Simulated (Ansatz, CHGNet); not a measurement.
# Fluorite SrCl₂: properties by level of theory

```
level (code)            elastic constant C11 (GPa)  elastic constant C44 (GPa)  Voigt–Reuss–Hill shear modulus (GPa)
----------------------  --------------------------  --------------------------  ------------------------------------
CHGNet-r²SCAN (CHGNet)                        53.4                           …                                     …
LDA (Ansatz)                                  81.8                           …                                     …
r²SCAN0 (Ansatz)                                 …                        10.3                                  15.6
Hartree–Fock (Ansatz)                         66.0                         7.8                                     …
```

Problem. Complete the blanks.

Solution. 
- CHGNet-r²SCAN (CHGNet), elastic constant C44 (GPa): 6.7
- CHGNet-r²SCAN (CHGNet), Voigt–Reuss–Hill shear modulus (GPa): 8.0
- LDA (Ansatz, a program for electronic structure), elastic constant C44 (GPa): 11.6
- LDA (Ansatz), Voigt–Reuss–Hill shear modulus (GPa): 16.8
- r²SCAN0 (Ansatz), elastic constant C11 (GPa): 75.3
- Hartree–Fock (Ansatz), Voigt–Reuss–Hill shear modulus (GPa): 12.9

Ansatz's density-functional and Hartree–Fock values are scalar-relativistic unless marked +SOC, with PAW data made under PBE.

Unless a cell is named, each level is at its own relaxed cell (CHGNet-r²SCAN 28.67, LDA 26.21, r²SCAN0 28.33, Hartree–Fock 31.36 Å³/atom).

Static lattice: no zero-point or thermal effects.
